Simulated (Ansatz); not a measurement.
CH₅B, SMILES `BC`. The species carries charge 0 and has multiplicity 1. The structure was optimised at the PBE0-D4/def2-TZVP level.

```xyz
7

B     0.104   -0.542    0.685
C    -0.008    0.443   -0.505
H     0.558   -1.641    0.534
H    -0.321   -0.250    1.767
H     0.714    0.286   -1.309
H    -0.996    0.206   -0.940
H    -0.051    1.499   -0.232
```

What is the dipole moment at r2SCAN/def2-TZVPP? (Estimate.)

The calculation gave: 0.75 D, with components (-0.15, 0.43, -0.59) D in this frame, pointing from negative to positive charge.

And with PBE, B3LYP, ωB97M-V? (Best estimate.)

The calculation gave: PBE 0.78 D, B3LYP 0.69 D, ωB97M-V 0.69 D.

Give the Mulliken charges with r2SCAN, PBE, B3LYP in def2-TZVPP. (Best estimate.)

Computed: 
```json
{"atom": "B1", "r2SCAN": "0.02", "PBE": "-0.03", "B3LYP": "-0.06"}
{"atom": "C2", "r2SCAN": "-0.21", "PBE": "-0.31", "B3LYP": "-0.29"}
{"atom": "H3", "r2SCAN": "0.00", "PBE": "0.01", "B3LYP": "0.03"}
{"atom": "H4", "r2SCAN": "0.00", "PBE": "0.01", "B3LYP": "0.03"}
{"atom": "H5", "r2SCAN": "0.07", "PBE": "0.11", "B3LYP": "0.10"}
{"atom": "H6", "r2SCAN": "0.06", "PBE": "0.10", "B3LYP": "0.09"}
{"atom": "H7", "r2SCAN": "0.07", "PBE": "0.11", "B3LYP": "0.10"}
```

B3LYP here is the variant with VWN-RPA as its local correlation; programs differ in this.
